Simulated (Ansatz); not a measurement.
FH₃Si, SMILES `F[SiH3]`. Total charge 0; spin multiplicity 1.

```xyz
5

F     0.526   -0.653    1.315
Si   -0.014    0.017   -0.034
H    -0.531   -1.057   -0.913
H     1.113    0.726   -0.685
H    -1.094    0.968    0.318
```

Give the diagnostics of a CCSD(T)/def2-TZVPP run (frozen core, the Gaussian-basis code of Ansatz). (Estimate.)

Ansatz gave: T1 = 0.0108, largest single amplitude 0.014, largest double 0.022, (T) share of the correlation energy 2.5 %, 8 CCSD cycles. The RHF solution is stable towards an unrestricted one. T1 lies under the customary mark of 0.02 for closed shells.
